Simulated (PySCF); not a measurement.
## Basis-set dependence of population analyses: `C=C(F)C(=O)O`

C3H3FO2.
Geometry (PBE0-D3(BJ)/def2-SVP, Å), atoms numbered from 1 in this order:
```
atom  x, y, z in Å
C1    -1.3418    0.5124    0.3319
C2    -0.4501   -0.4760    0.3470
F3    -0.7157   -1.6564    0.8835
C4     0.9295   -0.4080   -0.2150
O5     1.7099   -1.3188   -0.1826
O6     1.1964    0.7851   -0.7586
H7    -1.0788    1.4669   -0.1212
H8    -2.3314    0.3711    0.7698
H9     2.1044    0.7362   -1.0939
```

PBE0 throughout (PySCF), one geometry, spherical d and f functions. The structure is a single PBE0-D3(BJ)/def2-SVP conformer in the gas phase; no vibrational or solvent corrections. The first 7 of 9 kinds of atom are listed.

Mulliken charges (e):

```tsv
basis	functions	C1	C2	F3	C4	O5	O6	H7
STO-3G	33	-0.197	+0.086	-0.060	+0.224	-0.233	-0.251	+0.101
6-31G	60	-0.373	+0.356	-0.300	+0.436	-0.378	-0.569	+0.219
pcSseg-0	60	-0.346	+0.200	-0.344	+0.660	-0.468	-0.611	+0.261
6-31G*	90	-0.467	+0.408	-0.295	+0.518	-0.424	-0.609	+0.221
def2-SVP	99	-0.078	+0.119	-0.182	+0.197	-0.214	-0.204	+0.084
cc-pVDZ	99	-0.009	+0.068	-0.141	+0.188	-0.234	-0.179	+0.076
pcSseg-1	117	-0.154	+0.149	-0.243	+0.440	-0.385	-0.367	+0.162
aug-cc-pVDZ	165	+0.521	+0.931	-0.577	+0.679	-0.544	-0.468	-0.343
6-311+G(2d,p)	180	-0.314	+0.458	-0.300	+0.388	-0.449	-0.413	+0.162
def2-TZVP	204	-0.265	+0.153	-0.160	+0.265	-0.290	-0.366	+0.170
cc-pVTZ	222	-0.282	+0.180	-0.129	+0.240	-0.283	-0.238	+0.149
IGLO-III	240	-0.252	+0.233	-0.207	+0.477	-0.427	-0.406	+0.133
```

IAO charges (e):

```
        basis  functions      C1      C2      F3      C4      O5      O6      H7
       STO-3G         33  -0.306  +0.093  -0.073  +0.246  -0.244  -0.289  +0.150
        6-31G         60  -0.323  +0.222  -0.230  +0.448  -0.408  -0.461  +0.194
     pcSseg-0         60  -0.316  +0.210  -0.218  +0.446  -0.403  -0.448  +0.187
       6-31G*         90  -0.327  +0.244  -0.238  +0.503  -0.435  -0.476  +0.182
     def2-SVP         99  -0.323  +0.241  -0.239  +0.495  -0.428  -0.472  +0.179
      cc-pVDZ         99  -0.335  +0.244  -0.238  +0.498  -0.428  -0.475  +0.183
     pcSseg-1        117  -0.327  +0.244  -0.244  +0.504  -0.437  -0.480  +0.184
  aug-cc-pVDZ        165  -0.334  +0.248  -0.250  +0.513  -0.445  -0.490  +0.190
6-311+G(2d,p)        180  -0.333  +0.248  -0.251  +0.514  -0.446  -0.491  +0.190
    def2-TZVP        204  -0.336  +0.251  -0.251  +0.517  -0.446  -0.490  +0.189
      cc-pVTZ        222  -0.338  +0.251  -0.248  +0.515  -0.444  -0.490  +0.189
     IGLO-III        240  -0.336  +0.250  -0.251  +0.515  -0.446  -0.492  +0.190
```

Problem. Which scheme is steadiest as the basis changes?

Solution. Largest range over the bases for any column: IAO 0.27 e, Mulliken 0.99 e. IAO charges move least and Mulliken charges most, counted in e. Without the minimal STO-3G basis the ranges are IAO 0.07, Mulliken 0.99 e.

Problem. How much do the charges still move between the two largest bases, cc-pVTZ and IGLO-III?

Solution. At most, over all atoms: Mulliken 0.237 e, IAO 0.003 e.

Problem. What do the same runs give for the total energy, the frontier levels and the dipole moment?

Solution. 
| basis | energy (Eh) | HOMO (eV) | LUMO (eV) | μ (D) |
| --- | --- | --- | --- | --- |
| STO-3G | -361.0584 | -4.72 | 1.97 | 1.45 |
| 6-31G | -365.8868 | -8.07 | -1.51 | 2.99 |
| pcSseg-0 | -365.1381 | -8.29 | -1.67 | 2.98 |
| 6-31G* | -365.9980 | -7.87 | -1.22 | 2.70 |
| def2-SVP | -365.7372 | -8.09 | -1.45 | 2.81 |
| cc-pVDZ | -366.0354 | -7.98 | -1.32 | 2.69 |
| pcSseg-1 | -365.9792 | -8.24 | -1.63 | 2.93 |
| aug-cc-pVDZ | -366.0654 | -8.26 | -1.74 | 2.98 |
| 6-311+G(2d,p) | -366.1295 | -8.28 | -1.76 | 3.00 |
| def2-TZVP | -366.1637 | -8.23 | -1.65 | 2.92 |
| cc-pVTZ | -366.1476 | -8.18 | -1.57 | 2.85 |
| IGLO-III | -366.1695 | -8.26 | -1.73 | 2.98 |

The dipole is fixed by the density alone, so its range of 1.55 D shows that the density itself changes with the basis, not only its division among atoms.
